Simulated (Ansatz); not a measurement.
# C₃H₅NO: small, medium and large basis sets

An exercise on one series of results from a longer session: the logs are not shown, and one member is left open.

Program: Ansatz 0.2.0, Gaussian basis. Level of theory: one geometry, several basis sets. These are calculated values, not measurements.

The runs, in order: PBE0-D4/def2-SVP; ωB97M-V/def2-SVP; PBE0-D4/def2-QZVPP; ωB97M-V/def2-QZVPP; the functionals' def2-TZVPP values are taken from earlier runs.

## The geometry

An earlier PBE0-D4 in a triple-zeta def2 set relaxation fixed the geometry.

SMILES `N/C=C/C=O`, 10 atoms, charge 0, spin multiplicity 1.

Atoms are counted from 1 here; the program's logs count them from 0.

Bond lengths: N1–C2 1.346 Å, N1–H6 1.004 Å, N1–H7 1.001 Å, C2–C3 1.349 Å, C2–H8 1.088 Å, C3–C4 1.440 Å, C3–H9 1.085 Å, C4–O5 1.211 Å, C4–H10 1.116 Å. Angles: C2–N1–H6 121.0°, C2–N1–H7 121.2°, H6–N1–H7 117.8°, N1–C2–C3 127.1°, N1–C2–H8 114.4°, C3–C2–H8 118.5°, C2–C3–C4 119.2°, C2–C3–H9 122.3°, C4–C3–H9 118.4°, C3–C4–O5 125.8°, C3–C4–H10 114.0°, O5–C4–H10 120.2°.

The first run:

The input, in.yaml:

```yaml
crystal:
  periodic: [false, false, false]
  atoms:
    - {symbol: N, position_ang: [0.635973, -0.358297, 1.708381]}
    - {symbol: C, position_ang: [0.508063, -0.127981, 0.388568]}
    - {symbol: C, position_ang: [-0.633060, 0.121199, -0.287357]}
    - {symbol: C, position_ang: [-0.573257, 0.349209, -1.708155]}
    - {symbol: O, position_ang: [-1.517930, 0.581697, -2.429564]}
    - {symbol: H, position_ang: [-0.166794, -0.371260, 2.310671]}
    - {symbol: H, position_ang: [1.529885, -0.548987, 2.116859]}
    - {symbol: H, position_ang: [1.444283, -0.149551, -0.164648]}
    - {symbol: H, position_ang: [-1.601448, 0.156857, 0.201291]}
    - {symbol: H, position_ang: [0.457285, 0.296015, -2.133044]}
basis:
  gaussian: {orbitals: def2-SVP}
hamiltonian: {xc: pbe0, dispersion: d4}
output: {orbitals: {seedname: orbitals}}
```

Started as:

```console
> ansatz run in.yaml --threads 2 --pin off --events-out ev --progress --plain --max-ram 4352MiB
```

Among the steps run: PBE0-D4 in def2-SVP; ωB97M-V in def2-SVP; PBE0-D4 in def2-QZVPP; ωB97M-V in def2-QZVPP.

One of the session's tables, all rows but one given; the rest of the session is left out.

It belongs to the step «Density functionals: the series». 

| functional | basis | HOMO (eV) |
| --- | --- | --- |
| PBE0-D4 | def2-SVP | -6.47 |
| PBE0-D4 | def2-TZVPP | -6.66 |
| PBE0-D4 | def2-QZVPP | -6.71 |
| ωB97M-V | def2-SVP | -8.52 |
| ωB97M-V | def2-TZVPP | ? |
| ωB97M-V | def2-QZVPP | -8.78 |

**Question.** Estimate the row for ωB97M-V, def2-TZVPP.

**Answer.** HOMO (eV): -8.73. In the column «HOMO (eV)» it lies between ωB97M-V, def2-QZVPP (-8.78) and ωB97M-V, def2-SVP (-8.52).
